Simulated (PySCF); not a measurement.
Continuum solvent and chemical shifts

Atom-mapped SMILES (the numbers label the heavy atoms): `[pH:1]1[pH:2][pH:3][pH:4][pH:5]1`. Hydrogens are named by the atom that carries them.

GIAO PBE0/pcSseg-1 in PySCF 2.14 on one PBE0-D3(BJ)/def2-SVP conformer, non-relativistic, equivalent nuclei averaged. Solvents enter as an IEF-PCM continuum (chloroform with ε = 4.7, tetrahydrofuran with ε = 7.4) around the gas-phase geometry.

Gas phase, σ in ppm: P1/P2/P3/P4/P5 327.7, H(P1)/H(P2)/H(P3)/H(P4)/H(P5) 28.74. Dipole moment 0.69 D.

(1) How does each σ change in the continuum?

(2) Which of the listed nuclei move most (in ppm), and what does the model miss?

Results:

(1) 
```tsv
atoms	environment	Δσ, chloroform	Δσ, tetrahydrofuran
P1/P2/P3/P4/P5	ring phosphorus	+6.6	+7.6
H(P1)/H(P2)/H(P3)/H(P4)/H(P5)	hydrogen on a ring phosphorus	-0.34	-0.41
```

Changes are relative to the gas phase. The dipole moment becomes 0.90 D in chloroform, 0.94 D in tetrahydrofuran.

(2) P1/P2/P3/P4/P5 (ring phosphorus, +7.6 ppm) in tetrahydrofuran. A continuum only polarises the solute; specific hydrogen bonds, the anisotropy of aromatic solvents and changes of geometry or conformer are outside it.
